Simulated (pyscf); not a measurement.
**Four-centre exchange: H₂O + HO–SiH(OH)–OH → HO–SiH(OH)–OH + H₂O**

Gas phase, singlet surface, charge 0. Bonds broken: O1–H10, Si2–O9. Bonds formed: O1–Si2, O9–H10. Single points on ωB97X-D3(BJ)/def2-SVP structures (PySCF, gas phase).

Transition state (Å):

```xyz
11

O      0.1680    -0.4072     0.6553
Si    -0.6054     0.5792    -0.7561
O     -0.5207    -0.7792    -1.7919
O     -2.2748     0.7126    -0.8907
H     -0.1670    -1.3084     0.7514
H      0.3823     1.4808    -1.3922
H      0.3491    -0.9342    -2.1731
H     -2.5929     0.1472    -1.6050
O     -0.7205     1.6110     0.7855
H     -0.2721     0.4348     1.2364
H     -1.6382     1.8670     0.9438
```

One imaginary mode, 803i cm⁻¹; descent along it reached the two sides named, in the forms told below.

```tsv
bond	change	reactant side (Å)	saddle	product side
O1–H10	breaks	0.965	1.114	2.110
Si2–O9	breaks	1.684	1.859	2.310
O1–Si2	forms	3.3	1.888	1.681
O9–H10	forms	3.2	1.337	0.970
```

Electronic energies relative to the separated reactants (kcal/mol):

| level | barrier | reaction energy | reverse barrier |
|---|---|---|---|
| ωB97X-D3(BJ)/def2-TZVP | 21.1 | 0.0 | 21.1 |
| PBE/def2-TZVP | 17.6 | 0.0 | 17.6 |
| r²SCAN/def2-TZVP | 18.4 | 0.0 | 18.4 |
| B3LYP-D3(BJ)/def2-TZVP | 22.0 | 0.0 | 22.0 |
| PBE0-D3(BJ)/def2-TZVP | 19.0 | 0.0 | 19.0 |
| M06-2X/def2-TZVP | 20.1 | 0.0 | 20.1 |
| ωB97M-D3(BJ)/def2-TZVP | 20.9 | 0.0 | 20.9 |
| HF/def2-TZVP | 39.8 | 0.0 | 39.8 |

With ωB97M-D3(BJ)/def2-TZVP energies and thermal terms (ideal gas, 1 atm, RRHO with modes under 100 cm⁻¹ raised to 100, one conformer, R ln 2 for chiral ones without a mode under 150 cm⁻¹), in kcal/mol:

| T (K) | ΔH‡ | ΔG‡ | ΔH | ΔG |
|---|---|---|---|---|
| 298 | 20.7 | 33.4 | 0.0 | 0.0 |
| 600 | 20.4 | 46.5 | 0.0 | 0.0 |
| 900 | 20.8 | 59.5 | 0.0 | 0.0 |
| 1200 | 21.4 | 72.4 | 0.0 | 0.0 |

On the reactant side the descent ends in a bound adduct (not fully relaxed), 9.0 kcal/mol under the separated species and 30.1 kcal/mol under the saddle at ωB97X-D3(BJ)/def2-TZVP. This is the saddle that the search found; another between the same sides may lie lower.
